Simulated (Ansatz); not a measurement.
Two isomers of C4H5Cl: A = `C=C=CCCl`, B = `ClC1=CCC1`.

Gas-phase electronic energies from Ansatz, PBE0-D4/def2-TZVP geometries. CBS: MP2 limit from def2 TZ/QZ plus the TZ coupled-cluster correction, frozen cores. Functionals use def2-TZVPP. B3LYP here is the variant with VWN-RPA as its local correlation; programs differ in this. Each species was taken in one conformer, which may not be the lowest.

(1) Which is lower in electronic energy at CCSD(T)/CBS, and by how much? (An estimate is asked.)

(2) Give E(B) − E(A) in kcal/mol with B3LYP-D4, B3LYP, r2SCAN-D4, B2PLYP, PBE-D4, PBE0-D4, CCSD/def2-TZVPP. (An estimate is asked.)

Largest T1 diagnostic: 0.011.

Results:

(1) Computed: B, by 6.1 kcal/mol.

(2) The calculation gave: B3LYP-D4 -1.9, B3LYP -1.1, r2SCAN-D4 -5.3, B2PLYP -3.7, PBE-D4 -6.7, PBE0-D4 -8.7, CCSD/def2-TZVPP -5.9. None reverses the order clearly.

From PBE to PBE0 (25 % exact exchange), in def2-TZVPP and without D4, E(B) − E(A) moves by −2.1 kcal/mol. In def2-TZVPP, CCSD(T) changes the Hartree–Fock value by −5.2 kcal/mol (the triples alone add −0.3 kcal/mol) and MP2 by −8.3 kcal/mol.
